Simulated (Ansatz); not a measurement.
Ansatz (a program for electronic structure) input:
A basis named .json is the Basis Set Exchange file of that set.

Ansatz 0.2 input:
```yaml
crystal:
  periodic: [false, false, false]
  atoms:
    - {symbol: Al, position_ang: [0.08830293, 0.05630075, 0.00075444]}
    - {symbol: F, position_ang: [-1.33568991, -0.85161768, -0.01141179]}
    - {symbol: F, position_ang: [-0.12697174, 1.54065567, -0.66130369]}
    - {symbol: F, position_ang: [1.33511297, -0.77036129, 0.67162574]}
basis:
  gaussian:
    orbitals: aug-cc-pV_D+d_Z.json
total_charge: 1
magnetization: {spin_polarized: true, initial_magnetization: 1}
correlation: {method: ccsd_t, electrons: outside_noble_gas}
output: {forces: true}
```

### Question
Predict the final energy.

### Answer
-540.66308 Eh (CCSD(T)/aug-cc-pV(D+d)Z). The basis has 101 functions.
